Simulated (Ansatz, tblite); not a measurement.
# The cluster Al₃H₂: a ladder of methods and basis sets, part 1 of 2

How do method and basis change the picture of the cluster Al₃H₂ (doublet)?

Computed with Ansatz 0.2.0, Gaussian basis. Level: as each input shows.

Levels to be run: GFN1-xTB, GFN2-xTB, PBE-D4/def2-TZVP, r2SCAN-D4/def2-TZVP, revPBE-D4/def2-TZVP, r2SCANh-D4/def2-TZVP, ωB97M-V/def2-TZVP, LDA/def2-TZVP, LC-ωPBE/def2-TZVP, PBE-D4/def2-SVP, PBE0-D4/def2-SVP, HF/6-31G, B3LYP-D4/6-31G, PBE0-D4/def2-TZVPD, PBE-D4/def2-TZVPD, r2SCAN-D4/def2-TZVPD, CCSD(T)/def2-TZVPP, MP2/def2-TZVP, RPA/def2-TZVP, CCSD(T)/def2-TZVPD.

1 further run of the same task is left out (set aside as unsound or not needed).

### 1 The geometry

The geometry is that of the doublet, from an earlier relaxation (B3LYP-D4/def2-TZVP). At that level it is the lowest of the isomers that a small search found.

5 atoms, charge 0, spin multiplicity 2.

Bond lengths: Al1–Al2 2.499 Å, Al1–Al3 2.499 Å, Al2–Al3 2.775 Å, Al2–H5 1.603 Å, Al3–H4 1.604 Å. Angles: Al2–Al1–Al3 67.5°, Al1–Al2–Al3 56.3°, Al1–Al2–H5 165.6°, Al3–Al2–H5 138.2°, Al1–Al3–Al2 56.3°, Al1–Al3–H4 165.7°, Al2–Al3–H4 138.0°.

Coordinates:

```csv
atom,x (Å),y (Å),z (Å)
Al1,1.0910,0.8144,1.5871
Al2,0.2495,-1.2710,0.4971
Al3,-0.2294,1.2810,-0.4828
H4,-1.0027,1.9606,-1.7123
H5,-0.1085,-2.7850,0.1109
```

PBE0-D4/def2-TZVP was run before; its log isn't repeated, and its numbers join the tables.

### 2 GFN1-xTB

Tight binding, by tblite at 300 K electronic temperature and without a spin-polarisation term:

```python
tblite.interface.Calculator('GFN1-xTB', numbers, positions, charge=0, uhf=1).singlepoint()
```

Energy -130.0378 eV; 0.003 s.

### 3 GFN2-xTB

Tight binding, by tblite at 300 K electronic temperature and without a spin-polarisation term:

```python
tblite.interface.Calculator('GFN2-xTB', numbers, positions, charge=0, uhf=1).singlepoint()
```

Energy -109.8535 eV; 0.004 s.

### 4 PBE-D4/def2-TZVP

start.molden holds the orbitals of an earlier run on this state, given as this run's starting guess.

in.yaml

```yaml
crystal:
  periodic: [false, false, false]
  atoms:
    - {symbol: Al, position_ang: [1.091032, 0.814391, 1.587067]}
    - {symbol: Al, position_ang: [0.249522, -1.271017, 0.497052]}
    - {symbol: Al, position_ang: [-0.229370, 1.281009, -0.482788]}
    - {symbol: H, position_ang: [-1.002692, 1.960637, -1.712284]}
    - {symbol: H, position_ang: [-0.108492, -2.785010, 0.110943]}
basis:
  gaussian: {orbitals: def2-TZVP, initial_orbitals: start.molden}
magnetization: {spin_polarized: true, initial_magnetization: 1}
hamiltonian: {xc: pbe, dispersion: d4}
scf: {omitted_lower_state_checks: [starts]}
output: {orbitals: {seedname: orbitals}}
```

Run with:

```bash
> ansatz run in.yaml --threads 4 --pin off --events-out ev --progress --plain --max-ram 3916MiB
```

Standard output:

```text
Functional definition: PBE
  name "PBE"
  cite "Perdew, Burke & Ernzerhof, Phys. Rev. Lett. 77, 3865 (1996) doi:10.1103/PhysRevLett.77.3865"
  parent pbe
  parameter kappa = 0.804
  parameter beta = 0.06672455060314922
  exchange = pbe_x(kappa = kappa, mu = beta*pi^2/3)
  correlation = pbe_c(beta = beta)
these checks for a lower state are left out or cut short: starts
865 factors; their error is unknown
mean field evaluation 1: about -19810.8576 eV, gradient 7.4e0 eV
mean field evaluation 2: about -19810.9344 eV, gradient 1.1e-1 eV
mean field evaluation 4: about -19810.9249 eV, gradient 5.3e-4 eV
mean field -19810.92486977 eV, -728.0380606369 hartree, gradient 2.5e-5 eV, S^2 0.755743; 0 other end points of the search recorded, 0 dependent functions left out
reference -19810.92491192 eV, -728.0380621858 hartree; 21, 20 occupied and 102, 103 virtual orbitals, 865 factors
Total energy: -19811.03431629 eV, -728.0420827221 hartree
Checks for a lower state left out: starts
```

Run time: 1.5 s. Hardware: 4 threads of Arm Neoverse V1, shared host.

Report: HOMO -4.72 eV, LUMO -3.87 eV (over both spins); ⟨S²⟩ 0.756 (pure: 0.75).

### 5 r2SCAN-D4/def2-TZVP

Changes to in.yaml since step 4:

```diff
@@ -11,3 +11,3 @@
 magnetization: {spin_polarized: true, initial_magnetization: 1}
-hamiltonian: {xc: pbe, dispersion: d4}
+hamiltonian: {xc: r2scan, dispersion: d4}
 scf: {omitted_lower_state_checks: [starts]}
```

Same command.

Standard output:

```text
Functional definition: r2SCAN
  name "r2SCAN"
  cite "Furness, Kaplan, Ning, Perdew & Sun, J. Phys. Chem. Lett. 11, 8208 (2020) doi:10.1021/acs.jpclett.0c02405"
  cite "Furness, Kaplan, Ning, Perdew & Sun, J. Phys. Chem. Lett. 11, 9248 (2020) doi:10.1021/acs.jpclett.0c03077"
  parent r2scan
  parameter k0 = 0.174
  parameter k1 = 0.065
  parameter a1 = 4.9479
  exchange = r2scan_x(k0 = k0, k1 = k1, a1 = a1)
  correlation = r2scan_c
these checks for a lower state are left out or cut short: starts
865 factors; their error is unknown
mean field evaluation 1: about -19819.6368 eV, gradient 4.6e0 eV
mean field evaluation 2: about -19819.6706 eV, gradient 6.1e-2 eV
mean field evaluation 4: about -19819.6588 eV, gradient 2.6e-4 eV
mean field -19819.65879674 eV, -728.3590265329 hartree, gradient 1.5e-5 eV, S^2 0.763501; 0 other end points of the search recorded, 0 dependent functions left out
reference -19819.65881484 eV, -728.3590271981 hartree; 21, 20 occupied and 102, 103 virtual orbitals, 865 factors
Total energy: -19819.68098280 eV, -728.3598418555 hartree
Checks for a lower state left out: starts
```

Run time: 4.1 s. Hardware: 4 threads of Arm Neoverse V1, shared host.

HOMO -5.04 eV, LUMO -3.64 eV (over both spins); ⟨S²⟩ 0.764 (pure: 0.75).

### 6 revPBE-D4/def2-TZVP

Changes to in.yaml since step 5:

```diff
@@ -11,3 +11,3 @@
 magnetization: {spin_polarized: true, initial_magnetization: 1}
-hamiltonian: {xc: r2scan, dispersion: d4}
+hamiltonian: {xc: {name: revPBE}, dispersion: d4}
 scf: {omitted_lower_state_checks: [starts]}
```

Same command.

Standard output:

```text
Functional definition: revPBE
  name "revPBE"
  cite "Zhang & Yang, Phys. Rev. Lett. 80, 890 (1998) doi:10.1103/PhysRevLett.80.890"
  cite "Perdew, Burke & Ernzerhof, Phys. Rev. Lett. 77, 3865 (1996) doi:10.1103/PhysRevLett.77.3865"
  parameter kappa = 1.245
  parameter beta = 0.06672455060314922
  exchange = pbe_x(kappa = kappa, mu = beta*pi^2/3)
  correlation = pbe_c(beta = beta)
these checks for a lower state are left out or cut short: starts
865 factors; their error is unknown
mean field evaluation 1: about -19817.8779 eV, gradient 5.5e0 eV
mean field evaluation 2: about -19817.9225 eV, gradient 7.3e-2 eV
mean field evaluation 4: about -19817.9127 eV, gradient 2.3e-4 eV
mean field -19817.91265077 eV, -728.2948568521 hartree, gradient 6.4e-6 eV, S^2 0.757059; 0 other end points of the search recorded, 0 dependent functions left out
reference -19817.91270326 eV, -728.2948587810 hartree; 21, 20 occupied and 102, 103 virtual orbitals, 865 factors
Total energy: -19818.13446081 eV, -728.3030082207 hartree
Checks for a lower state left out: starts
```

Run time: 1.5 s. Hardware: 4 threads of Arm Neoverse V1, shared host.

HOMO -4.70 eV, LUMO -3.79 eV (over both spins); ⟨S²⟩ 0.757 (pure: 0.75).

### 7 r2SCANh-D4/def2-TZVP

Changes to in.yaml since step 6:

```diff
@@ -11,3 +11,3 @@
 magnetization: {spin_polarized: true, initial_magnetization: 1}
-hamiltonian: {xc: {name: revPBE}, dispersion: d4}
+hamiltonian: {xc: {name: r2SCANh}, dispersion: d4}
 scf: {omitted_lower_state_checks: [starts]}
```

The command is unchanged.

Standard output, cut to the lines that bear on the results:

```text
Functional definition: r2SCANh
  name "r2SCANh"
  cite "Bursch, Neugebauer, Ehlert & Grimme, J. Chem. Phys. 156, 134105 (2022) doi:10.1063/5.0086040"
  cite "Furness, Kaplan, Ning, Perdew & Sun, J. Phys. Chem. Lett. 11, 8208 (2020) doi:10.1021/acs.jpclett.0c02405"
  cite "Furness, Kaplan, Ning, Perdew & Sun, J. Phys. Chem. Lett. 11, 9248 (2020) doi:10.1021/acs.jpclett.0c03077"
  parent r2scan
[...]
865 factors; their error is unknown
[...]
mean field -19819.46734807 eV, -728.3519909243 hartree, gradient 2.3e-5 eV, S^2 0.763334; 0 other end points of the search recorded, 0 dependent functions left out
reference -19819.46736461 eV, -728.3519915319 hartree; 21, 20 occupied and 102, 103 virtual orbitals, 865 factors
Total energy: -19819.49270517 eV, -728.3529227805 hartree
Checks for a lower state left out: starts
```

It took 4.5 s on 4 threads of Arm Neoverse V1, shared host.

HOMO -5.28 eV, LUMO -3.37 eV (over both spins); ⟨S²⟩ 0.763 (pure: 0.75).

### 8 ωB97M-V/def2-TZVP

Changes to in.yaml since step 7:

```diff
@@ -11,3 +11,3 @@
 magnetization: {spin_polarized: true, initial_magnetization: 1}
-hamiltonian: {xc: {name: r2SCANh}, dispersion: d4}
+hamiltonian: {xc: {name: wB97M-V}}
 scf: {omitted_lower_state_checks: [starts]}
```

The command is unchanged.

Standard output, cut to the lines that bear on the results:

```text
Functional definition: wB97M-V
  name "wB97M-V"
  cite "Mardirossian & Head-Gordon, J. Chem. Phys. 144, 214110 (2016) doi:10.1063/1.4952647"
  cite "Becke, J. Chem. Phys. 107, 8554 (1997) doi:10.1063/1.475007"
  cite "Vydrov & Van Voorhis, J. Chem. Phys. 133, 244103 (2010) doi:10.1063/1.3521275"
  # Of w^i u^j: cxij and so on, Table III.
[...]
  gx(w, u) = 1 - cx + cx01*u + cx10*w
  gss(w, u) = css00 + css04*u^4 + css10*w + css20*w^2 + css43*w^4*u^3
  gos(w, u) = cos00 + cos10*w + (cos20 + cos21*u)*w^2 + (cos60 + cos61*u)*w^6
[...]
      + integral(e_c_pw_mod_opposite_spin*gos(b97_w_opposite, b97_u_opposite)) + vv10(b, c)
[...]
865 factors; their error is unknown
231 factors; integrals over basis functions are off by at most 2.5e-5 eV
[...]
mean field -19820.09908726 eV, -728.3752069112 hartree, gradient 6.0e-6 eV, S^2 0.751157; 0 other end points of the search recorded, 0 dependent functions left out
reference -19820.09913495 eV, -728.3752086635 hartree; 21, 20 occupied and 102, 103 virtual orbitals, 865 factors
Total energy: -19820.09913495 eV, -728.3752086635 hartree
Checks for a lower state left out: starts
```

Run time: 6.5 s. Hardware: 4 threads of Arm Neoverse V1, shared host.

Report: HOMO -6.71 eV, LUMO -1.56 eV (over both spins); ⟨S²⟩ 0.751 (pure: 0.75).

### 9 LDA/def2-TZVP

Changes to in.yaml since step 8:

```diff
@@ -11,3 +11,3 @@
 magnetization: {spin_polarized: true, initial_magnetization: 1}
-hamiltonian: {xc: {name: wB97M-V}}
+hamiltonian: {xc: lda}
 scf: {omitted_lower_state_checks: [starts]}
```

The command is unchanged.

Standard output:

```text
Functional definition: SPW92
  name "SPW92"
  cite "Dirac, Proc. Camb. Phil. Soc. 26, 376 (1930) doi:10.1017/S0305004100016108"
  cite "Slater, Phys. Rev. 81, 385 (1951) doi:10.1103/PhysRev.81.385"
  cite "Perdew & Wang, Phys. Rev. B 45, 13244 (1992) doi:10.1103/PhysRevB.45.13244"
  exchange = slater_x
  correlation = pw_c
these checks for a lower state are left out or cut short: starts
865 factors; their error is unknown
mean field evaluation 1: about -19735.5963 eV, gradient 1.7e1 eV
mean field evaluation 2: about -19735.8779 eV, gradient 4.1e-1 eV
mean field evaluation 4: about -19735.8709 eV, gradient 1.9e-2 eV
mean field -19735.87087779 eV, -725.2798773050 hartree, gradient 6.3e-5 eV, S^2 0.752023; 0 other end points of the search recorded, 0 dependent functions left out
reference -19735.87091593 eV, -725.2798787067 hartree; 21, 20 occupied and 102, 103 virtual orbitals, 865 factors
Total energy: -19735.87091593 eV, -725.2798787067 hartree
Checks for a lower state left out: starts
```

Run time: 0.7 s. Hardware: 4 threads of Arm Neoverse V1, shared host.

From the report: HOMO -4.71 eV, LUMO -4.16 eV (over both spins); ⟨S²⟩ 0.752 (pure: 0.75).

### 10 LC-ωPBE/def2-TZVP

Changes to in.yaml since step 9:

```diff
@@ -11,3 +11,3 @@
 magnetization: {spin_polarized: true, initial_magnetization: 1}
-hamiltonian: {xc: lda}
+hamiltonian: {xc: {name: LC-wPBE}}
 scf: {omitted_lower_state_checks: [starts]}
```

Launched as before.

Standard output, cut to the lines that bear on the results:

```text
Functional definition: LC-wPBE
  name "LC-wPBE"
  cite "Vydrov & Scuseria, J. Chem. Phys. 125, 234109 (2006) doi:10.1063/1.2409292"
  cite "Heyd & Scuseria, J. Chem. Phys. 120, 7274 (2004) doi:10.1063/1.1668634"
  cite "Ernzerhof & Perdew, J. Chem. Phys. 109, 3313 (1998) doi:10.1063/1.476928"
  cite "Perdew, Burke & Ernzerhof, Phys. Rev. Lett. 77, 3865 (1996) doi:10.1103/PhysRevLett.77.3865"
  parent pbe
[...]
865 factors; their error is unknown
360 factors; integrals over basis functions are off by at most 3.7e-5 eV
[...]
mean field -19814.27757224 eV, -728.1612701800 hartree, gradient 2.6e-6 eV, S^2 0.774753; 0 other end points of the search recorded, 0 dependent functions left out
reference -19814.27757224 eV, -728.1612701802 hartree; 21, 20 occupied and 102, 103 virtual orbitals, 865 factors
Total energy: -19814.27757224 eV, -728.1612701802 hartree
Checks for a lower state left out: starts
```

Run time: 4.7 s. Hardware: 4 threads of Arm Neoverse V1, shared host.

HOMO -7.42 eV, LUMO -1.09 eV (over both spins); ⟨S²⟩ 0.775 (pure: 0.75).

### 11 PBE-D4/def2-SVP

Changes to in.yaml since step 10:

```diff
@@ -9,5 +9,5 @@
 basis:
-  gaussian: {orbitals: def2-TZVP, initial_orbitals: start.molden}
+  gaussian: {orbitals: def2-SVP, initial_orbitals: start.molden}
 magnetization: {spin_polarized: true, initial_magnetization: 1}
-hamiltonian: {xc: {name: LC-wPBE}}
+hamiltonian: {xc: pbe, dispersion: d4}
 scf: {omitted_lower_state_checks: [starts]}
```

The command is unchanged.

Standard output:

```text
Functional definition: PBE
  name "PBE"
  cite "Perdew, Burke & Ernzerhof, Phys. Rev. Lett. 77, 3865 (1996) doi:10.1103/PhysRevLett.77.3865"
  parent pbe
  parameter kappa = 0.804
  parameter beta = 0.06672455060314922
  exchange = pbe_x(kappa = kappa, mu = beta*pi^2/3)
  correlation = pbe_c(beta = beta)
these checks for a lower state are left out or cut short: starts
695 factors; their error is unknown
mean field evaluation 1: about -19803.8213 eV, gradient 4.0e0 eV
mean field evaluation 2: about -19803.9131 eV, gradient 9.0e-2 eV
mean field evaluation 4: about -19803.8680 eV, gradient 1.6e-4 eV
mean field -19803.86795892 eV, -727.7787239465 hartree, gradient 1.4e-5 eV, S^2 0.754491; 0 other end points of the search recorded, 0 dependent functions left out
reference -19803.86799714 eV, -727.7787253511 hartree; 21, 20 occupied and 43, 44 virtual orbitals, 695 factors
Total energy: -19803.97740151 eV, -727.7827458874 hartree
Checks for a lower state left out: starts
```

Run time: 0.8 s. Hardware: 4 threads of Arm Neoverse V1, shared host.

Report: HOMO -4.74 eV, LUMO -3.97 eV (over both spins); ⟨S²⟩ 0.754 (pure: 0.75).

### 12 PBE0-D4/def2-SVP

Changes to in.yaml since step 11:

```diff
@@ -11,3 +11,3 @@
 magnetization: {spin_polarized: true, initial_magnetization: 1}
-hamiltonian: {xc: pbe, dispersion: d4}
+hamiltonian: {xc: pbe0, dispersion: d4}
 scf: {omitted_lower_state_checks: [starts]}
```

The command is unchanged.

Standard output:

```text
Functional definition: PBE0
  name "PBE0"
  cite "Adamo & Barone, J. Chem. Phys. 110, 6158 (1999) doi:10.1063/1.478522"
  cite "Perdew, Burke & Ernzerhof, Phys. Rev. Lett. 77, 3865 (1996) doi:10.1103/PhysRevLett.77.3865"
  parent pbe
  parameter a = 0.25
  parameter kappa = 0.804
  parameter beta = 0.06672455060314922
  exchange = (1 - a)*pbe_x(kappa = kappa, mu = beta*pi^2/3) + a*exact_x
  correlation = pbe_c(beta = beta)
these checks for a lower state are left out or cut short: starts
580 factors; integrals over basis functions are off by at most 8.6e-4 eV
mean field evaluation 1: about -19805.5787 eV, gradient 2.2e0 eV
mean field evaluation 2: about -19805.6244 eV, gradient 3.9e-2 eV
mean field evaluation 4: about -19805.6679 eV, gradient 3.4e-4 eV
mean field -19805.66792161 eV, -727.8448713553 hartree, gradient 2.2e-5 eV, S^2 0.755495; 0 other end points of the search recorded, 0 dependent functions left out
reference -19805.66795033 eV, -727.8448724108 hartree; 21, 20 occupied and 43, 44 virtual orbitals, 580 factors
Total energy: -19805.76173325 eV, -727.8483188696 hartree
Checks for a lower state left out: starts
```

Run time: 1 s. Hardware: 4 threads of Arm Neoverse V1, shared host.

Report: HOMO -5.42 eV, LUMO -3.26 eV (over both spins); ⟨S²⟩ 0.755 (pure: 0.75).

### 13 HF/6-31G

Changes to in.yaml since step 12:

```diff
@@ -9,5 +9,5 @@
 basis:
-  gaussian: {orbitals: def2-SVP, initial_orbitals: start.molden}
+  gaussian: {orbitals: 6-31G}
 magnetization: {spin_polarized: true, initial_magnetization: 1}
-hamiltonian: {xc: pbe0, dispersion: d4}
+hamiltonian: {xc: hf}
 scf: {omitted_lower_state_checks: [starts]}
```

Launched as before.

Standard output:

```text
Functional definition: HF
  name "HF"
  cite "Fock, Z. Phys. 61, 126 (1930) doi:10.1007/BF01340294"
  parent pbe
  exchange = exact_x
  correlation = 0
these checks for a lower state are left out or cut short: starts
478 factors; integrals over basis functions are off by at most 1.3e-4 eV
mean field evaluation 1: about -19775.4120 eV, gradient 5.7e0 eV
mean field evaluation 2: about -19775.4210 eV, gradient 5.7e0 eV
mean field evaluation 4: about -19776.0576 eV, gradient 6.8e-1 eV
mean field evaluation 8: about -19776.0753 eV, gradient 8.2e-2 eV
mean field evaluation 16: about -19776.0976 eV, gradient 2.5e-1 eV
mean field -19776.10499679 eV, -726.7584539067 hartree, gradient 2.8e-5 eV, S^2 0.970042; 0 other end points of the search recorded, 0 dependent functions left out
reference -19776.10499679 eV, -726.7584539067 hartree; 21, 20 occupied and 22, 23 virtual orbitals, 478 factors
Total energy: -19776.10499679 eV, -726.7584539067 hartree
Checks for a lower state left out: starts
```

Run time: 0.25 s. Hardware: 4 threads of Arm Neoverse V1, shared host.

Report: HOMO -6.50 eV, LUMO -0.43 eV (over both spins); ⟨S²⟩ 0.970 (pure: 0.75). Doubts: spin contamination.

### 14 B3LYP-D4/6-31G

Changes to in.yaml since step 13:

```diff
@@ -11,3 +11,3 @@
 magnetization: {spin_polarized: true, initial_magnetization: 1}
-hamiltonian: {xc: hf}
+hamiltonian: {xc: {name: B3LYP}, dispersion: d4}
 scf: {omitted_lower_state_checks: [starts]}
```

Same command.

Standard output, cut to the lines that bear on the results:

```text
Functional definition: B3LYP
  name "B3LYP"
  cite "Stephens, Devlin, Chabalowski & Frisch, J. Phys. Chem. 98, 11623 (1994) doi:10.1021/j100096a001"
  cite "Becke, Phys. Rev. A 38, 3098 (1988) doi:10.1103/PhysRevA.38.3098"
  cite "Lee, Yang & Parr, Phys. Rev. B 37, 785 (1988) doi:10.1103/PhysRevB.37.785"
  cite "Vosko, Wilk & Nusair, Can. J. Phys. 58, 1200 (1980) doi:10.1139/p80-159"
[...]
478 factors; integrals over basis functions are off by at most 1.3e-4 eV
[...]
mean field -19821.00437476 eV, -728.4084756132 hartree, gradient 1.2e-5 eV, S^2 0.751207; 0 other end points of the search recorded, 0 dependent functions left out
reference -19821.00462419 eV, -728.4084847797 hartree; 21, 20 occupied and 22, 23 virtual orbitals, 478 factors
Total energy: -19821.18599735 eV, -728.4151501202 hartree
Checks for a lower state left out: starts
```

Wall time 0.9 s (4 threads of Arm Neoverse V1, shared host).

From the report: HOMO -5.04 eV, LUMO -3.46 eV (over both spins); ⟨S²⟩ 0.751 (pure: 0.75).

### 15 PBE0-D4/def2-TZVPD

Changes to in.yaml since step 14:

```diff
@@ -9,5 +9,5 @@
 basis:
-  gaussian: {orbitals: 6-31G}
+  gaussian: {orbitals: def2-TZVPD, initial_orbitals: start.molden}
 magnetization: {spin_polarized: true, initial_magnetization: 1}
-hamiltonian: {xc: {name: B3LYP}, dispersion: d4}
+hamiltonian: {xc: pbe0, dispersion: d4}
 scf: {omitted_lower_state_checks: [starts]}
```

Same command.

Standard output:

```text
Functional definition: PBE0
  name "PBE0"
  cite "Adamo & Barone, J. Chem. Phys. 110, 6158 (1999) doi:10.1063/1.478522"
  cite "Perdew, Burke & Ernzerhof, Phys. Rev. Lett. 77, 3865 (1996) doi:10.1103/PhysRevLett.77.3865"
  parent pbe
  parameter a = 0.25
  parameter kappa = 0.804
  parameter beta = 0.06672455060314922
  exchange = (1 - a)*pbe_x(kappa = kappa, mu = beta*pi^2/3) + a*exact_x
  correlation = pbe_c(beta = beta)
these checks for a lower state are left out or cut short: starts
984 factors; their error is unknown
mean field evaluation 1: about -19812.5858 eV, gradient 3.1e0 eV
mean field evaluation 2: about -19812.5989 eV, gradient 2.8e-2 eV
mean field evaluation 4: about -19812.6348 eV, gradient 2.5e-5 eV
mean field evaluation 8: about -19812.6348 eV, gradient 1.9e-5 eV
mean field -19812.63481390 eV, -728.1008999245 hartree, gradient 1.9e-5 eV, S^2 0.756889; 0 other end points of the search recorded, 0 dependent functions left out
reference -19812.63484502 eV, -728.1009010682 hartree; 21, 20 occupied and 126, 127 virtual orbitals, 984 factors
Total energy: -19812.72862794 eV, -728.1043475271 hartree
Checks for a lower state left out: starts
```

It took 2.9 s on 4 threads of Arm Neoverse V1, shared host.

From the report: HOMO -5.40 eV, LUMO -3.11 eV (over both spins); ⟨S²⟩ 0.757 (pure: 0.75).

### 16 PBE-D4/def2-TZVPD

Changes to in.yaml since step 15:

```diff
@@ -11,3 +11,3 @@
 magnetization: {spin_polarized: true, initial_magnetization: 1}
-hamiltonian: {xc: pbe0, dispersion: d4}
+hamiltonian: {xc: pbe, dispersion: d4}
 scf: {omitted_lower_state_checks: [starts]}
```

The command is unchanged.

Standard output:

```text
Functional definition: PBE
  name "PBE"
  cite "Perdew, Burke & Ernzerhof, Phys. Rev. Lett. 77, 3865 (1996) doi:10.1103/PhysRevLett.77.3865"
  parent pbe
  parameter kappa = 0.804
  parameter beta = 0.06672455060314922
  exchange = pbe_x(kappa = kappa, mu = beta*pi^2/3)
  correlation = pbe_c(beta = beta)
these checks for a lower state are left out or cut short: starts
894 factors; their error is unknown
mean field evaluation 1: about -19810.8504 eV, gradient 8.2e0 eV
mean field evaluation 2: about -19810.9407 eV, gradient 1.4e-1 eV
mean field evaluation 4: about -19810.9384 eV, gradient 6.0e-4 eV
mean field -19810.93839258 eV, -728.0385575911 hartree, gradient 1.1e-5 eV, S^2 0.755753; 0 other end points of the search recorded, 0 dependent functions left out
reference -19810.93843510 eV, -728.0385591535 hartree; 21, 20 occupied and 126, 127 virtual orbitals, 894 factors
Total energy: -19811.04783946 eV, -728.0425796898 hartree
Checks for a lower state left out: starts
```

It took 2.2 s on 4 threads of Arm Neoverse V1, shared host.

HOMO -4.71 eV, LUMO -3.86 eV (over both spins); ⟨S²⟩ 0.756 (pure: 0.75).

(Continued in part 2 of 2.)
